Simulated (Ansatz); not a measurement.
## fcc Pb: how far can PBE be trusted?

Programs: Ansatz (a first-principles code).

```tsv
property	PBE	LDA	PBEsol	r²SCAN	reference	PBE less reference
lattice parameter a (Å)	5.040	4.880	4.933	4.994	4.902	+2.82 %
bulk modulus B0 (GPa)	39.2	52.2	47.2	43.7	47	-16.6 %
cohesive energy (eV/atom)	2.95	3.77	3.35	2.82	2.03	not scored
elastic constant C11 (GPa)	47.1	59.9	55.3	50.5	50*	-5.8 %
elastic constant C44 (GPa)	16.6	21.1	20.2	17.1	15*	+10.7 %
Voigt–Reuss–Hill shear modulus (GPa)	10.9	12.7	12.4	10.3	–	–
```

PBE is well off the measurement for the lattice constant a (+2.82 %, at least halved by LDA, PBEsol); bulk modulus (-16.6 %, at least halved by PBEsol, r²SCAN).  In between, or not called against an uncorrected reference: elastic constant C11 (-5.8 %), elastic constant C44 (+10.7 %). Where no measured value is used, PBE differs from r²SCAN by +5.8 % in the Voigt–Reuss–Hill shear modulus.

A star marks values at room or unstated temperature without corrections; heat and zero-point motion as a rule enlarge cells and lower moduli and gaps.

Low-temperature values still hold zero-point motion unless their source removed it.

Called well off clearly beyond 0.50 % for the lattice constant a, 10.0 % for the bulk modulus (bounds picked here from the quality of each reference).

Not scored: cohesive energy (spin–orbit coupling left out).

The references are measured values: lattice constant a corrected to a static lattice, bulk modulus corrected to a static lattice, cohesive energy low temperature, unchecked, elastic constant C11 unstated, elastic constant C44 unstated.

Unless a row names a cell, each level is at its own relaxed cell.

Ansatz's density-functional and Hartree–Fock values are scalar-relativistic unless marked +SOC, with PAW data made under PBE.

References as tabulated in Brink et al. (2023), arXiv:2211.14170; Csonka et al. (2009), arXiv:0903.4037; Levämäki et al. (2014), arXiv:1402.3671; Kittel's textbook.
